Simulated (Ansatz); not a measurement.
P2H⁺, singlet in 6-31G: errors against full CI

Geometry: that of the P2H, doublet, kept fixed.

```xyz
3

P     0.0000   -0.0767    0.9739
P     0.0000    0.0334   -1.0140
H     0.0000    1.3332    1.2319
```

Basis 6-31G; Ansatz 0.2.0. Correlated methods freeze the noble-gas cores, which leaves 10 electrons in 18 orbitals. R marks a restricted (for open shells ROHF) determinant, U an unrestricted one. Active spaces: valence = (10e, 9o) chosen from the atoms' valence shells.

Full CI is exact within this basis and frozen core; it isn't the basis-set limit. The frozen core follows each run's orbitals, which can shift R against U totals by a few meV.

Unrestricted rows (U) aren't spin-pure: their determinants' ⟨S²⟩ exceeds S(S+1) by up to 1.27, so they mix in states of higher spin.

* UHF ⟨S²⟩: 1.271
* T1 diagnostic (RCCSD): 0.0697
* largest doubles amplitude (RCCSD): 0.191

| level | E − E(full CI) (meV) | share of correlation (%) | wall time |
| --- | --- | --- | --- |
| RHF | 4232 | 0.00 | – |
| UHF | 3782 | 10.64 | 0.7 s |
| RMP2 | 909 | 78.53 | – |
| CISD | 621 | 85.33 | 0.46 s |
| RCCSD | 236 | 94.42 | – |
| RCCSD(T) | 55 | 98.71 | 0.68 s |
| BCCD(T) | 72 | 98.29 | 0.49 s |
| RCCSDT | 40 | 99.07 | – |
| RCCSDT(Q) | -2 | 100.04 | 1.1 s |
| RCCSDTQ | 5 | 99.87 | 12 s |
| CASSCF (valence space) | 841 | 80.12 | – |
| NEVPT2 (valence space) | 219 | 94.82 | 2.5 s |
| MRCISD (valence space) | 22 | 99.47 | – |
| MRCISD+Q (valence space) | 5 | 99.87 | 4.1 s |

The correlation energy at full CI, counted from RHF, is -4.232 eV. That run took 13 s on 2 threads of AMD EPYC 7R13 with a shared H100 80 GB, shared host over 36,719,424 determinants.

Times hold each run's SCF and search for its determinant on a shared host, so for small cases they say little of a method's own cost; they ran on 1 thread of AMD EPYC 7R13.

The full-CI state has the irrep A' of Cs, in the program's axes.

Natural occupations of full CI about the gap: 1.983 1.961 1.944 1.879 1.859 0.144 0.131 0.040 0.030 0.007; effectively unpaired electrons, Σ n²(2−n)², 0.28.
